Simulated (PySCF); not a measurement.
**Vibration and rotation of OF**

UHF-CCSD(T) constants of OF, ²Π (doublet), unpaired electrons π ↑ (O def2-SVPD, F def2-SVPD; no relativity (PySCF 2.14); masses 15.9949 and 18.9984 u):

- ωe: 1021.3 cm⁻¹
- ωexe: 10.7 cm⁻¹
- Be: 1.0408 cm⁻¹
- αe: 0.0134 cm⁻¹
- D (centrifugal): 4.32e-06 cm⁻¹
- De to O + F: 1.79 eV

Task: Give the vibrational terms G(v) and spacings up to v = 3.

Result: G(v) = ωe(v+½) − ωexe(v+½)².

```tsv
v	G(v) (cm⁻¹)	G(v) − G(v−1)	Bv (cm⁻¹)
0	508		1.034
1	1508	1000	1.021
2	2486	979	1.007
3	3443	957	0.994
```

Task: How well does the Morse estimate ωe²/(4ωexe) reproduce De, and what is D0?

Result: It gives 3.02 eV, 169 % of the computed De. D0 = De − G(0) = 1.79 − 0.06 = 1.73 eV.

Correlated steps freeze 2 core orbitals. Correlated levels converge slowly with the basis: in double zeta they bind strong bonds too weakly, by up to about 1 eV, and carry superposition errors of some tenths. The state is the lowest determinant that a PBE0 search found; another state may lie lower at other levels.
